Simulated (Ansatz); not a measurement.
Relaxation of BFH5N (8 atoms, charge 0, multiplicity 1), to a largest force component of 0.03 eV/Å in at most 50 steps.

These are results of RKS B3LYP/def2-SVP (Ansatz 0.2.0), not measurements.

```xyz
8
Properties=species:S:1:pos:R:3:forces:R:3
B 0.022 -0.164 0.266 0.04 -0.34 2.19
N 0.036 -0.276 1.737 -0.05 0.37 -2.28
H -0.786 -0.548 2.266 -0.01 0.00 0.00
H 0.899 -0.328 2.267 0.01 0.01 0.00
H 1.075 -0.025 -0.297 -0.01 -0.02 0.01
H -1.031 -0.300 -0.298 0.02 -0.02 0.00
F -0.307 2.339 0.423 -0.04 0.31 -0.16
H -0.254 1.901 1.240 0.04 -0.31 0.23
```

Where does it end, and by what steps?

The run converged. After 6 steps the energy has fallen by 0.179 eV; F7 moved furthest, 0.45 Å.

```
step  energy less start (eV)  largest force component (eV/Å)  accepted
   0                  0.0000                           2.278       yes
   1                 -0.0904                           1.428       yes
   2                 -0.1580                           0.930       yes
   3                 -0.1755                           0.355       yes
   4                 -0.1732                           0.207        no
   5                 -0.1792                           0.032       yes
   6                 -0.1794                           0.013       yes
```

```xyz
8
Properties=species:S:1:pos:R:3
B 0.040 -0.303 0.227
N 0.020 -0.162 1.627
H -0.812 -0.336 2.183
H 0.868 -0.115 2.184
H 1.095 -0.221 -0.345
H -0.999 -0.496 -0.347
F -0.333 2.531 0.827
H -0.224 1.699 1.247
```

Run time: 16 s on 1 thread of Intel(R) Xeon(R) Platinum 8259CL CPU @ 2.50GHz (Skylake/Cascade Lake) (shared host), peak memory 0.15 GiB.
